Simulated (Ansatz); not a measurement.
Molecule (SMILES): [SH] (SH), doublet.
Atoms: S1, H2. Bonds: S1-H2.

How fast the highest harmonic wavenumber converges with the basis for several methods (Ansatz, an electronic-structure program): deviation from each method's own reference, in cm⁻¹. References: B3LYP 2666 cm⁻¹, the value in aug-pcseg-3; CCSD(T) 2702 cm⁻¹, the value in def2-QZVPPD; HF 2842 cm⁻¹, the value in aug-pcseg-3; MP2 2768 cm⁻¹, the value in aug-pcseg-3; PBE 2612 cm⁻¹, the value in aug-pcseg-3. All functions are spherical. In correlated methods cores are frozen. Open shells are unrestricted. No added dispersion term, no relativity. Each level at its own minimum, unscaled; the references are large sets that could be run, not limits.

```csv
basis,functions,B3LYP,CCSD(T),HF,MP2,PBE
STO-3G,10,255,190,390,306,(withheld)
6-31G,15,-190,-323,-192,-252,(withheld)
3-21G,15,-236,-388,-258,-309,(withheld)
def2-SV(P),20,-49,-106,-9,-53,(withheld)
pcseg-1,23,-6,15,41,33,(withheld)
cc-pV(D+d)Z,28,-11,4,7,14,(withheld)
aug-cc-pV(D+d)Z,41,-9,-20,2,-13,(withheld)
def2-TZVP,43,-6,-13,-5,-6,(withheld)
def2-TZVPPD,68,2,-1,1,6,(withheld)
aug-pcseg-2,73,-6,-8,-7,-1,(withheld)
pcseg-3,97,0,-1,0,2,(withheld)
def2-QZVPPD,112,0,0,2,3,(withheld)
```

Question: What belongs in the gaps?

Answer: 
- STO-3G, PBE: 246
- 6-31G, PBE: -182
- 3-21G, PBE: -233
- def2-SV(P), PBE: -51
- pcseg-1, PBE: -1
- cc-pV(D+d)Z, PBE: -4
- aug-cc-pV(D+d)Z, PBE: -5
- def2-TZVP, PBE: -4
- def2-TZVPPD, PBE: 2
- aug-pcseg-2, PBE: -5
- pcseg-3, PBE: 0
- def2-QZVPPD, PBE: 0

Mean absolute deviation over def2-TZVP, def2-TZVPPD, aug-pcseg-2: PBE 4, HF 4, MP2 4, B3LYP 5, CCSD(T) 7 cm⁻¹.
